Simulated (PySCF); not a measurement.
Rock-salt MgO: correlation energy from several methods in one and the same small orbital space (PySCF; 2 atoms at the zone centre, 8 electrons in 17 orbitals, empty ones MP2 natural orbitals of a TZ basis, lattice constant set to 4.41735 Å). Its volume lies 15 % above that of the crystal's usual cell. It tests the methods against each other and lies far from the crystal's limit.

Full CI gives -2.9602 eV per atom.

Task: What share of it do MP2, CCSD, CCSD(T), CCSDT, CCSDT(Q), CCSDTQ recover?

Result: MP2 88.0 %; CCSD 98.2 %; CCSD(T) 99.4 %; CCSDT 99.7 %; CCSDT(Q) 100.0 %; CCSDTQ 100.0 %.

| method | E_corr (eV per atom) | share of full CI (%) | error (meV) |
|---|---|---|---|
| MP2 | -2.6060 | 88.0 | 354 |
| CCSD | -2.9059 | 98.2 | 54 |
| CCSD(T) | -2.9422 | 99.4 | 18 |
| CCSDT | -2.9513 | 99.7 | 9 |
| CCSDT(Q) | -2.9596 | 100.0 | 1 |
| CCSDTQ | -2.9598 | 100.0 | 0 |
| full CI | -2.9602 | 100.0 | 0 |

The Hartree–Fock determinant has a weight of 0.91 in the full CI state.

MP2, (T) and (Q) use filled levels shifted down by the Madelung term, which in so small a cell is a large part of the gap, so these rows hang on it.
